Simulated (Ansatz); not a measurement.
```yaml
crystal:
  periodic: [false, false, false]
  atoms:
    - {symbol: B, position_ang: [-0.348701, -0.614919, -0.089738]}
    - {symbol: Cl, position_ang: [1.349189, -0.611034, 0.019980]}
    - {symbol: Cl, position_ang: [-1.216622, 0.844811, 0.014136]}
    - {symbol: H, position_ang: [-0.922781, -1.627281, -0.237477]}
basis:
  gaussian: {orbitals: def2-TZVP}
hamiltonian: {xc: pbe0}
relax: {f_tol: 0.004, max_steps: 80}
```

```sh
$ ansatz run in.yaml --threads 1 --pin off --events-out ev --progress --plain --max-ram 2176MiB
```

Steps of the relaxation (energy above the last step; positions in Å, forces in eV/Å):

```
4
step 1, 34.7 meV
B    -0.349   -0.615   -0.090   -0.223   -0.394   -0.057
Cl    1.349   -0.611    0.020    0.986   -0.082    0.055
Cl   -1.217    0.845    0.014   -0.576    0.804    0.051
H    -0.923   -1.627   -0.237   -0.187   -0.329   -0.048
```

```
4
step 2, 8.2 meV
B    -0.347   -0.612   -0.089   -0.173   -0.305   -0.045
Cl    1.367   -0.618    0.020    0.480   -0.016    0.029
Cl   -1.232    0.856    0.014   -0.260    0.404    0.027
H    -0.926   -1.634   -0.238   -0.047   -0.083   -0.012
```

```
4
step 3, 0.1 meV
B    -0.348   -0.614   -0.090   -0.038   -0.067   -0.010
Cl    1.381   -0.623    0.021    0.037    0.017    0.004
Cl   -1.243    0.866    0.015   -0.004    0.040    0.004
H    -0.929   -1.638   -0.239    0.005    0.010    0.001
```

```
4
step 4, 0.0 meV
B    -0.349   -0.615   -0.090   -0.007   -0.012   -0.002
Cl    1.382   -0.621    0.021    0.002    0.005    0.001
Cl   -1.242    0.868    0.015    0.004    0.004    0.001
H    -0.930   -1.640   -0.239    0.002    0.003    0.000
```

```
4
step 5, 0.0 meV
B    -0.349   -0.616   -0.090    0.000    0.000    0.000
Cl    1.381   -0.620    0.021    0.000    0.000    0.000
Cl   -1.241    0.868    0.015    0.000    0.000    0.000
H    -0.930   -1.640   -0.239    0.000    0.000    0.000
```

Close pairs at the end: B1–H4 1.187 Å, B1–Cl2 1.734 Å, B1–Cl3 1.734 Å.

A stationary point of restricted PBE0 after 5 steps (its stability towards spin polarisation wasn't tested); no frequencies were run, so it isn't proven a minimum. 12 s on 1 thread of Arm Neoverse V2, shared host.
